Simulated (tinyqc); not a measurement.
Inside a calculation. Method: ROHF in the sto-6g basis, for LiH, spin multiplicity 3. One step of it, computed by the program tinyqc.

Task: Iteration 1: building the Fock matrix. J_ij = sum D_kl (ij|kl) with D = D(alpha) + D(beta), K_ij = sum D_kl (ik|jl) for each spin; F = H + J - K(s); E = tr D H + tr D J / 2 - 0.5 sum_s tr D(s) K(s) + E_nn.

D(alpha) at the start:
```
,1Li 1s,1Li 2s,1Li 2px,1Li 2py,1Li 2pz,2H 1s
1Li 1s,1.059638,-0.253170,0.000000,0.000000,0.002754,0.017283
1Li 2s,-0.253170,1.074463,0.000000,0.000000,-0.022016,-0.068936
1Li 2px,0.000000,0.000000,0.000000,0.000000,0.000000,0.000000
1Li 2py,0.000000,0.000000,0.000000,0.000000,0.000000,0.000000
1Li 2pz,0.002754,-0.022016,0.000000,0.000000,0.713911,0.320436
2H 1s,0.017283,-0.068936,0.000000,0.000000,0.320436,0.147078
```

D(beta) at the start:
```
,1Li 1s,1Li 2s,1Li 2px,1Li 2py,1Li 2pz,2H 1s
1Li 1s,1.014909,-0.034074,0.000000,0.000000,0.000118,0.004069
1Li 2s,-0.034074,0.001144,0.000000,0.000000,-0.000004,-0.000137
1Li 2px,0.000000,0.000000,0.000000,0.000000,0.000000,0.000000
1Li 2py,0.000000,0.000000,0.000000,0.000000,0.000000,0.000000
1Li 2pz,0.000118,-0.000004,0.000000,0.000000,0.000000,0.000000
2H 1s,0.004069,-0.000137,0.000000,0.000000,0.000000,0.000016
```

core Hamiltonian H = T + V (hartree):
```
,1Li 1s,1Li 2s,1Li 2px,1Li 2py,1Li 2pz,2H 1s
1Li 1s,-4.637324,-0.983150,0.000000,0.000000,-0.005438,-0.018713
1Li 2s,-0.983150,-1.278586,0.000000,0.000000,-0.059722,-0.198858
1Li 2px,0.000000,0.000000,-1.051776,0.000000,0.000000,0.000000
1Li 2py,0.000000,0.000000,0.000000,-1.051776,0.000000,0.000000
1Li 2pz,-0.005438,-0.059722,0.000000,0.000000,-1.091589,-0.293639
2H 1s,-0.018713,-0.198858,0.000000,0.000000,-0.293639,-1.031799
```

Two-electron integrals (ij|kl) in chemists' order, unique and non-zero (hartree):
```
i,j,k,l,(ij|kl)
1,1,1,1,1.681247
2,1,1,1,0.242603
2,1,2,1,0.044507
2,2,1,1,0.397190
2,2,2,1,0.090279
2,2,2,2,0.290625
3,1,3,1,0.009437
3,2,3,1,0.014261
3,2,3,2,0.064236
3,3,1,1,0.397190
3,3,2,1,0.090279
3,3,2,2,0.290625
3,3,3,3,0.313125
4,1,4,1,0.009437
4,2,4,1,0.014261
4,2,4,2,0.064236
4,3,4,3,0.016875
4,4,1,1,0.397190
4,4,2,1,0.090279
4,4,2,2,0.290625
4,4,3,3,0.279374
4,4,4,4,0.313125
5,1,5,1,0.009437
5,2,5,1,0.014261
5,2,5,2,0.064236
5,3,5,3,0.016875
5,4,5,4,0.016875
5,5,1,1,0.397190
5,5,2,1,0.090279
5,5,2,2,0.290625
5,5,3,3,0.279374
5,5,4,4,0.279374
5,5,5,5,0.313125
6,1,1,1,0.004347
6,1,2,1,0.000790
6,1,2,2,0.001659
6,1,3,3,0.001635
6,1,4,4,0.001635
6,1,5,1,0.000106
6,1,5,2,0.000231
6,1,5,5,0.001708
6,1,6,1,0.000016
6,2,1,1,0.035582
6,2,2,1,0.008331
6,2,2,2,0.032406
6,2,3,3,0.030539
6,2,4,4,0.030539
6,2,5,1,0.001186
6,2,5,2,0.009969
6,2,5,5,0.036140
6,2,6,1,0.000185
6,2,6,2,0.009328
6,3,3,1,0.000353
6,3,3,2,0.002227
6,3,5,3,0.001068
6,3,6,3,0.000334
6,4,4,1,0.000353
6,4,4,2,0.002227
6,4,5,4,0.001068
6,4,6,4,0.000334
6,5,1,1,0.051974
6,5,2,1,0.012212
6,5,2,2,0.048330
6,5,3,3,0.045228
6,5,4,4,0.045228
6,5,5,1,0.001861
6,5,5,2,0.015723
6,5,5,5,0.054535
6,5,6,1,0.000275
6,5,6,2,0.014758
6,5,6,5,0.023414
6,6,1,1,0.186919
6,6,2,1,0.044062
6,6,2,2,0.184096
6,6,3,3,0.171724
6,6,4,4,0.171724
6,6,5,1,0.005434
6,6,5,2,0.058087
6,6,5,5,0.208837
6,6,6,1,0.000969
6,6,6,2,0.074675
6,6,6,5,0.120379
6,6,6,6,0.774999
```

nuclear repulsion = 0.56076709 hartree

Give: Coulomb J; exchange K(alpha); exchange K(beta); F(alpha); F(beta); total energy of this density.

Result:

Coulomb J (hartree):
```
,1Li 1s,1Li 2s,1Li 2px,1Li 2py,1Li 2pz,2H 1s
1Li 1s,4.1153,0.6525,0.0000,0.0000,0.0013,0.0119
1Li 2s,0.6525,1.3459,0.0000,0.0000,0.0145,0.1484
1Li 2px,0.0000,0.0000,1.3343,0.0000,0.0000,0.0000
1Li 2py,0.0000,0.0000,0.0000,1.3343,0.0000,0.0000
1Li 2pz,0.0013,0.0145,0.0000,0.0000,1.3690,0.2217
2H 1s,0.0119,0.1484,0.0000,0.0000,0.2217,0.8879
```

exchange K(alpha) (hartree):
```
,1Li 1s,1Li 2s,1Li 2px,1Li 2py,1Li 2pz,2H 1s
1Li 1s,1.7133,0.2529,0.0000,0.0000,0.0000,0.0077
1Li 2s,0.2529,0.3632,0.0000,0.0000,0.0075,0.0649
1Li 2px,0.0000,0.0000,0.0843,0.0000,0.0000,0.0000
1Li 2py,0.0000,0.0000,0.0000,0.0843,0.0000,0.0000
1Li 2pz,0.0000,0.0075,0.0000,0.0000,0.3316,0.1355
2H 1s,0.0077,0.0649,0.0000,0.0000,0.1355,0.2069
```

exchange K(beta) (hartree):
```
,1Li 1s,1Li 2s,1Li 2px,1Li 2py,1Li 2pz,2H 1s
1Li 1s,1.6899,0.2314,0.0000,0.0000,0.0003,0.0039
1Li 2s,0.2314,0.0394,0.0000,0.0000,0.0001,0.0007
1Li 2px,0.0000,0.0000,0.0087,0.0000,0.0000,0.0000
1Li 2py,0.0000,0.0000,0.0000,0.0087,0.0000,0.0000
1Li 2pz,0.0003,0.0001,0.0000,0.0000,0.0087,0.0001
2H 1s,0.0039,0.0007,0.0000,0.0000,0.0001,0.0000
```

F(alpha) (hartree):
```
,1Li 1s,1Li 2s,1Li 2px,1Li 2py,1Li 2pz,2H 1s
1Li 1s,-2.2354,-0.5835,0.0000,0.0000,-0.0042,-0.0145
1Li 2s,-0.5835,-0.2959,0.0000,0.0000,-0.0527,-0.1153
1Li 2px,0.0000,0.0000,0.1982,0.0000,0.0000,0.0000
1Li 2py,0.0000,0.0000,0.0000,0.1982,0.0000,0.0000
1Li 2pz,-0.0042,-0.0527,0.0000,0.0000,-0.0542,-0.2074
2H 1s,-0.0145,-0.1153,0.0000,0.0000,-0.2074,-0.3508
```

F(beta) (hartree):
```
,1Li 1s,1Li 2s,1Li 2px,1Li 2py,1Li 2pz,2H 1s
1Li 1s,-2.2119,-0.5621,0.0000,0.0000,-0.0044,-0.0108
1Li 2s,-0.5621,0.0279,0.0000,0.0000,-0.0453,-0.0511
1Li 2px,0.0000,0.0000,0.2738,0.0000,0.0000,0.0000
1Li 2py,0.0000,0.0000,0.0000,0.2738,0.0000,0.0000
1Li 2pz,-0.0044,-0.0453,0.0000,0.0000,0.2687,-0.0720
2H 1s,-0.0108,-0.0511,0.0000,0.0000,-0.0720,-0.1439
```

total energy of this density = -7.601242 hartree
